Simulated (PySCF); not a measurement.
Gas-phase reaction: 2 BH₂Cl + H₂BNH₂ → BCl₂NH₂ + H₂ + 2 BH₂

Computed with PySCF and rigid-rotor harmonic-oscillator thermochemistry at 1 bar. † marks an energy on the PBE0/def2-TZVP geometry and frequencies; other levels use their own. MP2 freezes the core. Open shells (unrestricted): BH₂ (multiplicity 2); the rest are closed-shell singlets. BH₂Cl, H₂BNH₂, BCl₂NH₂: computed as isolated molecules; such fragments, hydroxides, amides, oligomers or adducts are transient or little studied in the gas. MP2 isn't extrapolated to the basis-set limit.

MP2/def2-TZVPP† gives ΔH°(298 K) = 468 kJ.

Problem. What do LDA/def2-TZVP†, PBE0/def2-QZVP†, PBE/def2-SVP give?

Solution. LDA/def2-TZVP†: 527 kJ; PBE0/def2-QZVP†: 472 kJ; PBE/def2-SVP: 481 kJ. For scale, ΔH°(298 K) is 468 kJ at this level, 491 kJ at ωB97M-V/def2-TZVP†, and runs from 383 to 642 kJ over the 20 levels computed.
